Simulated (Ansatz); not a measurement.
Relaxed structures of BSiNH₅ (charge -1), closed shell (PBE0-D4/def2-TZVPD; forces vanish, vibrations not checked; lower isomers may exist, and structures with a doubtful reference or unclear bonds are left out; Å). Program: Ansatz 0.2.0. Basis: def2-TZVPPD. Cores are frozen in the correlated methods.

Rank them by CCSD(T) energy, lowest first, and give each one's height above the lowest. Links in brackets join atoms within 1.22 times the sum of their covalent radii (1.1 for two metals). (An estimate is asked for; the value comes from the calculation.)
A.
BSiNH₅ ([BH][N][SiH4]), total charge -1
```
8
angstrom
N 0.0029 0.2061 -0.5308
B -0.4257 0.4616 -1.6731
Si 0.6627 -0.1852 1.2213
H 1.0036 1.2794 1.3919
H -0.8311 0.7036 -2.7544
H -0.7131 -0.6901 1.5990
H 1.6709 -1.1293 0.6027
H 1.2155 -0.5127 2.6884
```
B.
BSiNH₅ ([NH][BH][SiH3]), total charge -1
```
8
angstrom
N -1.6280 0.3974 -0.8924
B -0.2697 0.4081 -0.7828
Si 0.5926 -0.4353 0.8635
H -1.9342 0.8480 -1.7563
H 0.5397 0.8840 -1.5880
H -0.3308 -1.0396 1.8891
H 1.5706 -1.5572 0.5789
H 1.4596 0.4946 1.6880
```
C.
BSiNH₅ ([BH3][SiH][NH]), total charge -1
```
8
angstrom
N -1.8203 0.4567 -1.0263
B 0.6425 -0.4880 0.9710
Si -0.2509 0.3091 -0.5977
H -1.9712 0.9260 -1.9150
H 0.7142 0.9136 -1.6286
H -0.1384 -0.9583 1.7767
H 1.4012 -1.3276 0.4929
H 1.3163 0.4284 1.4349
```

By the calculation: B (0.0 kJ/mol), C (15.2 kJ/mol), A (47.0 kJ/mol). Heights count from the lowest.

The T1 diagnostic stays at or below 0.017.

For scale, one of the runs: CCSD(T)/def2-TZVPPD, 207 basis functions, launched by `ansatz run in.yaml --threads 2 --pin off --events-out ev --progress --plain --max-ram 4352MiB`. Hardware: 2 CPU threads of an Arm Neoverse V1, shared host. Wall time 48 s; peak host memory 2.6 GiB.
